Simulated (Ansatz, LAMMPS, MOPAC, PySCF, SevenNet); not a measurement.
**Ladder of methods for the lattice parameter a of rock-salt MgO**

Reference value: 4.189 Å (measured, static lattice: zero-point anharmonic expansion removed; as tabulated in Mejia-Rodriguez and Trickey (2018), arXiv:1807.09216).

| level (code) | value (Å) | error (%) |
|---|---|---|
| ionic model bush1994 (shell model, LAMMPS) | 4.206 | +0.41 |
| MNDO semi-empirical Hartree-Fock (MOPAC) | 4.626 | +10.4 |
| SevenNet-l3i5 | 4.255 | +1.58 |
| PBE (Ansatz) | 4.254 | +1.55 |
| rVV10 (Ansatz) | 4.252 | +1.50 |
| r²SCAN (Ansatz) | 4.204 | +0.36 |
| HSE06 (Ansatz) | 4.202 | +0.31 |
| Hartree–Fock (Ansatz) | 4.184 | -0.12 |
| MP2 (PySCF) | 4.247 ± 0.02 | +1.38 |

Once the reference is moved by up to 0.12 % (a margin picked here for doubts on the reference and the settings) and values within 0.10 % count as equal, the nearest can be Hartree–Fock (-0.12 %), HSE06 (+0.31 %), r²SCAN (+0.36 %) or ionic model bush1994 (+0.41 %). Among them MNDO semi-empirical Hartree-Fock (MOPAC) (+10.4 %) misses by most. Within 2 %: ionic model bush1994, SevenNet-l3i5, PBE, rVV10, r²SCAN, HSE06, Hartree–Fock, MP2.

A ± on a computed value is a rough bar: the spread of its extrapolation, a floor set from checks against published values, or a statistical error. MNDO semi-empirical Hartree-Fock (MOPAC): the cell moved over 20 % in volume from its start. MNDO semi-empirical Hartree-Fock (MOPAC): the method was fitted mainly to molecules. MNDO semi-empirical Hartree-Fock (MOPAC): the run uses a supercell at the zone centre in place of a k mesh. Cutoffs and k meshes differ between the levels. Ansatz's density-functional and Hartree–Fock values are scalar-relativistic unless marked +SOC, with PAW data made under PBE.

Empirical potentials (ionic model bush1994) are fitted to chosen data: where that held the value shown, agreement is built in, and what lay outside the fit can be far off. Machine-learned potentials (SevenNet-l3i5) are trained on DFT data: a solid inside that data is no test of them.

Differences are worked out from the printed values.

Ansatz is a quantum-chemistry and plane-wave program.
